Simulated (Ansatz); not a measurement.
## H2S⁺, doublet: reading a ladder of total energies

Geometry: that of the H2S, singlet, kept fixed.

```xyz
3

S     0.0000   -0.0550    0.0000
H     0.0000    0.8742   -0.9672
H     0.0000    0.8742    0.9672
```

Basis cc-pVTZ; Ansatz 0.2.0. Correlated methods freeze the noble-gas cores, which leaves 7 electrons in 57 orbitals. R marks a restricted (for open shells ROHF) determinant, U an unrestricted one.

Full CI isn't at hand for all of this; UCCSDT(Q) serves as the reference, and is uncertain by about the last step of the cluster series.

Runs differ by some tens of microhartree through their thresholds and, for an open shell, their frozen cores, so steps under 0.03 kcal/mol mean nothing.

```csv
level,total energy (hartree)
UHF,-398.374562
UMP2,-398.524086
UCCSD,-398.550896
UCCSD(T),-398.556534
UCCSDT,-398.557364
UCCSDT(Q),-398.557542
```

Question: What is the correlation energy at UCCSDT(Q), and what share of it do UMP2 and UCCSDT recover?

Answer: E(corr) = -398.557542 − (-398.374562) = -0.182980 hartree = -4.979 eV. UMP2: -0.149524 / -0.182980 = 81.72 %. UCCSDT: -0.182802 / -0.182980 = 99.90 %.

Question: By how many kcal/mol does UCCSD(T) miss UCCSDT(Q) (1 hartree = 627.509 kcal/mol), and which steps make up the rest?

Answer: -398.556534 − (-398.557542) = 0.001008 hartree = 0.63 kcal/mol. Steps: UCCSDT − UCCSD(T) = -0.52, UCCSDT(Q) − UCCSDT = -0.11 kcal/mol. That is within 1 kcal/mol of the reference in this basis, which itself misses far more of the correlation at the basis-set limit.
